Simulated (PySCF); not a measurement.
Gas-phase reaction: 2 CH3SH → (CH3)2S + H2 + S

Method: PySCF energies (xtb for GFN2) plus ideal-gas RRHO corrections (1 bar). † marks an energy on the PBE0/def2-TZVP geometry and frequencies; other levels use their own. MP2 and CCSD(T) freeze the core. Open shells (unrestricted): S (multiplicity 3, electronic degeneracy 9); the rest are closed-shell singlets. GFN2 has no spin-polarisation term. Spin-orbit splitting is ignored; it lowers the true energy and changes the entropy of S. B3LYP is the form with VWN-RPA correlation. MP2 isn't extrapolated to the basis-set limit; its ΔH°(298 K) is 255.3 kJ in def2-SVP and 280.6 kJ in def2-TZVPP. CCSD(T) isn't extrapolated to the basis-set limit; its ΔH°(298 K) is 251.8 kJ in def2-SVP and 272.6 kJ in def2-TZVPP. The harmonic model lacks anharmonicity and excited electronic states, which grow with temperature; levels with a mode under 35 cm⁻¹ are left out. Internal rotation in CH3SH, (CH3)2S is treated as a harmonic vibration of one conformer, which makes the entropy rough.

ΔH° and ΔS° at 298 K: B3LYP/def2-TZVP† 279 kJ, 78 J/K; CCSD(T)/def2-TZVPP† 273 kJ, 78 J/K; GFN2-xTB 313 kJ, 80 J/K; HF/def2-TZVP† 173 kJ, 78 J/K; MP2/def2-SVP† 255 kJ, 78 J/K.

**Question.** With the heat capacities included, give log10 K (1 bar) at 500, 800, 1800, 2000, 2500 K from B3LYP/def2-TZVP†, CCSD(T)/def2-TZVPP†, GFN2-xTB, HF/def2-TZVP†, MP2/def2-SVP†.

**Answer.** 
| T (K) | B3LYP/def2-TZVP† | CCSD(T)/def2-TZVPP† | GFN2-xTB | HF/def2-TZVP† | MP2/def2-SVP† |
|---|---|---|---|---|---|
| 500 | -25.0 | -24.3 | -28.4 | -13.9 | -22.5 |
| 800 | -13.9 | -13.4 | -15.9 | -6.9 | -12.3 |
| 1800 | -3.4 | -3.2 | -4.3 | -0.3 | -2.7 |
| 2000 | -2.6 | -2.4 | -3.4 | 0.2 | -1.9 |
| 2500 | -1.1 | -0.9 | -1.7 | 1.2 | -0.6 |
